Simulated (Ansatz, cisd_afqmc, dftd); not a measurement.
Barrier from HF (fluorane, SMILES F) + F (doublet) to the saddle point below; all geometries are those of the NHTBH38 set.
```
F
F 1 1.4804
H 1 1.6151 2 180.00
```
Charge 0, spin multiplicity 2.

Wanted: barrier height (electronic, no zero-point energy), in kcal/mol. Radicals and triplets start from unrestricted determinants; spin-orbit coupling is neglected. Correlated methods leave the cores frozen. Rows without X2C or -DK are non-relativistic. AFQMC is phaseless with a CISD trial state; ± is one standard error, without the phaseless bias. Outlying blocks are dropped, and bars are widened where a walk drifts. Over all cases where full CI ran beside it in this data, AFQMC minus full CI had a median of +0.1 mEh and passed +0.4 mEh in a tenth of the cases. CBS(X,Y): correlation extrapolated as X^-3, Hartree-Fock from the larger set. A bracket is a step between two methods taken in the basis named. The functionals are non-relativistic, so their misses hold any scalar relativity. Double hybrids freeze cores in their MP2 part. 'core' is core correlation in cc-pwCVTZ, 'X2C' scalar relativity in cc-pVTZ-DK, both at CCSD(T). The UHF reference of F2H (saddle point or complex, doublet) is spin-contaminated (<S^2> up to 0.46 over the pure value in the sets run).

Published benchmark value: 106.2 kcal/mol (Zhao et al., NHTBH38), a best estimate, not a measurement.

```tsv
level	program	barrier height (kcal/mol)	difference against that value
r2SCAN-D3(BJ)/def2-TZVPD	Ansatz + dftd3	89.3	-16.9
B2GP-PLYP/def2-TZVPD	Ansatz	110.6	4.4
MP2/aug-cc-pVQZ	Ansatz	131.4	25.2
MP2/CBS(aug-cc-pVTZ,aug-cc-pVQZ)	Ansatz	131.8	25.6
AFQMC/CISD/aug-cc-pVDZ	cisd_afqmc	105.3 ± 0.2	-0.9
AFQMC/CISD/aug-cc-pVTZ	cisd_afqmc	104.3 ± 0.2	-1.9
CCSD(T)/CBS(aug-cc-pVTZ,aug-cc-pVQZ) + [CCSDT(Q) - CCSD(T)]/aug-cc-pVDZ + core + X2C	Ansatz	104.1	-2.1
```

Ansatz is a program for electronic structure.
